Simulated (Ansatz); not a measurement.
I need a relaxed scan of one distance of Al₂H₄, SMILES [AlH2][AlH2]. Use the Ansatz DFT code, driven from Python. Use (for the species named): B3LYP, def2-SVP basis, multiplicity 1.

```xyz
6

Al   -0.6159   -1.1018   -0.1009
Al    0.6454    1.0417    0.1049
H    -2.1131   -1.1907    0.5996
H    -0.0170   -2.2593   -0.9826
H     2.0671    1.1727   -0.6380
H     0.0756    2.2735    0.9707
```

The script, `relaxed_scan_al2h4.py`:
```python
"""Relaxed scan of one distance in Al2H4."""

from dataclasses import dataclass

import ansatz as az
import numpy as np


@dataclass(frozen=True)
class RunConfig:
    basis_set: str = "def2-SVP"
    functional: str = "B3LYP"


opts = RunConfig()

system = (
    az.Crystal.molecule()
    .atom("Al", [-0.6159, -1.1018, -0.1009])
    .atom("Al", [0.6454, 1.0417, 0.1049])
    .atom("H", [-2.1131, -1.1907, 0.5996])
    .atom("H", [-0.017, -2.2593, -0.9826])
    .atom("H", [2.0671, 1.1727, -0.638])
    .atom("H", [0.0756, 2.2735, 0.9707])
)

job = system.calculation().basis(gaussian=opts.basis_set).functional(opts.functional)
symbols = [site.symbol for site in system.cartesian_sites]
pairs = [(0, 1), (0, 2), (0, 3), (1, 4), (1, 5)]
print("held (A)   E (eV)        ", "  ".join(f"{symbols[i]}{i}-{symbols[j]}{j}" for i, j in pairs))
for length in [1.52, 1.66, 1.79, 1.99, 2.23]:
    data = job.relax(constraints=[az.DistanceConstraint((0, 2), at=length)], force_tolerance=0.02, max_steps=60).run(threads=1, pin="off").report
    xyz = np.array(data["positions_ang"])
    print(f"{length:6.2f} {data['free_energy_ev']:14.5f}  ", "  ".join(f"{np.linalg.norm(xyz[i] - xyz[j]):.3f}" for i, j in pairs))
```

```console
$ python relaxed_scan_al2h4.py
held (A)   E (eV)         Al0-Al1  Al0-H2  Al0-H3  Al1-H4  Al1-H5
DeckWarning: relax.constraints: the input's atoms, or those drawn, lie off the distances that are held; a relaxation that starts there is brought onto them ahead of its first SCF, by positions alone, an atom by 6.77e-2 Å at the most. With the symmetry detection on, the symmetry is detected on the input's atoms as so brought (as typed, where only the drawn atoms reach the distances), and notices that speak of the structure as typed mean those atoms
  1.52   -13254.61602   2.617  1.520  1.596  1.596  1.596
  1.66   -13254.71050   2.588  1.660  1.596  1.596  1.597
  1.79   -13254.46889   2.614  1.790  1.594  1.595  1.594
  1.99   -13254.04953   2.611  1.990  1.592  1.594  1.592
  2.23   -13253.54269   2.574  2.230  1.589  1.592  1.592
```
(Warnings from the package without file and line, repeats left out.)

Reading the output:
- These settings explore the input space; basis and method may be short of convergence.
- The energies are electronic: no zero-point or thermal terms, and the basis set is short of its limit.
- b3lyp holds the VWN-RPA fit, as in Gaussian; the form of ORCA and Turbomole is b3lyp5.
- Finished in 47 s on 1 thread of Arm Neoverse V2, with other jobs on the host, peak memory 0.18 GiB.

(Lines on the test bed's own set-up are left out of the output.)
